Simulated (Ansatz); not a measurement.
## [BH2F2]− (SMILES F[BH2-]F): methods side by side

[BH2F2]−: 5 atoms, total charge -1, spin state singlet. SMILES: `F[BH2-]F`. Geometry: relaxed at GFN2-xTB.

```xyz
5

F    -1.1770    0.6245    0.3832
B     0.0335    0.0143   -0.0561
F     0.4076   -0.9473    0.9267
H    -0.1719   -0.5601   -1.1189
H     0.9078    0.8687   -0.1348
```

Quantity: the energy change with the B2–H4 bond stretched from 1.225 to 1.838 Å, in eV. The values are calculated.

```
                      level                    kind  program  value (eV)  less FCI/STO-3G  CPU time (all runs)
     HF/STO-3G (restricted)            Hartree–Fock   Ansatz        2.67            +0.68               0.14 s
  SVWN5/STO-3G (restricted)                     LDA   Ansatz        1.70            -0.29                1.2 s
   BLYP/STO-3G (restricted)                     GGA   Ansatz        1.45            -0.54                1.8 s
r2SCAN0/STO-3G (restricted)         hybrid meta-GGA   Ansatz        2.05            +0.06                4.6 s
wB97M-V/STO-3G (restricted)  range-separated hybrid   Ansatz        1.95            -0.04                 31 s
 B2PLYP/STO-3G (restricted)           double hybrid   Ansatz        2.00            +0.01                2.4 s
 CCSDTQ/STO-3G (restricted)   coupled cluster or CI   Ansatz        1.99             0.00                 19 s
                 FCI/STO-3G      exact in the basis   Ansatz        1.99             0.00                5.7 s
```

FCI/STO-3G is exact within its basis and frozen core, so for wave-function methods in that basis the difference is their error; functionals converge differently with the basis, so for them it is only a difference. A spin-restricted reference rises too steeply as a bond breaks; here HF/STO-3G lie well above the multireference or unrestricted value. Sets without diffuse functions describe the anion poorly. The first shape isn't each level's own minimum. The values span 1.45 to 2.67 eV. All rows use very small basis sets, so none should be taken for the real molecule's value. Times are those of the runs behind each value, whatever else they computed, on shared processors of several kinds: orders of magnitude only.
